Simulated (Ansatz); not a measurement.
The input, for Ansatz 0.2.0:

```yaml
crystal:
  periodic: [false, false, false]
  atoms:
    - {symbol: F, position_ang: [-0.032934, -0.278888, 2.178131]}
    - {symbol: C, position_ang: [-0.033767, 0.545712, 1.175875]}
    - {symbol: Ge, position_ang: [0.014197, -0.017290, -0.764098]}
basis:
  gaussian: {orbitals: cc-pVDZ}
magnetization: {spin_polarized: true, initial_magnetization: 3}
hamiltonian: {xc: hf}
output: {forces: true, orbitals: {seedname: orbitals}}
```

```sh
$ ansatz run in.yaml --threads 1 --pin off --events-out ev --progress --plain --max-ram 2393MiB
```

Log:

```
590 factors; integrals over basis functions are off by at most 1.1e-3 eV
mean field evaluation 1: about -60203.9831 eV, gradient 1.1e1 eV
mean field evaluation 2: about -60204.0234 eV, gradient 1.1e1 eV
mean field evaluation 4: about -60205.2959 eV, gradient 3.2e0 eV
mean field evaluation 8: about -60205.5255 eV, gradient 5.1e-1 eV
mean field evaluation 16: about -60205.5457 eV, gradient 2.7e-5 eV
mean field evaluation 32: about -60205.5443 eV, gradient 1.4e-1 eV
mean field evaluation 64: about -60204.8110 eV, gradient 2.4e0 eV
mean field evaluation 96: about -60205.5457 eV, gradient 2.7e-5 eV
mean field -60205.54571833 eV, -2212.5129963639 hartree, gradient 2.7e-5 eV, S^2 3.769616; 2 other end points of the search recorded, 0 dependent functions left out
the calculation of the forces begins
reference -60205.54571833 eV, -2212.5129963639 hartree; 25, 22 occupied and 30, 33 virtual orbitals, 590 factors
Total energy: -60205.54571833 eV, -2212.5129963639 hartree
Atom 0 at    -0.032934    -0.278888     2.178131 Å, force    -0.000024    -0.340612     0.434379 eV/Å
Atom 1 at    -0.033767     0.545712     1.175875 Å, force     0.012716     0.185308    -0.939668 eV/Å
Atom 2 at     0.014197    -0.017290    -0.764098 Å, force    -0.012692     0.155304     0.505289 eV/Å
Dipole moment:     0.003701     0.031689    -0.245226 e Å
```

Forces (eV/Å):
```
F    0.000 -0.341  0.434
C    0.013  0.185 -0.940
Ge  -0.013  0.155  0.505
```

Ran on 1 thread of Arm Neoverse V1, shared host: 2.2 s wall, 0.12 GiB peak host memory.
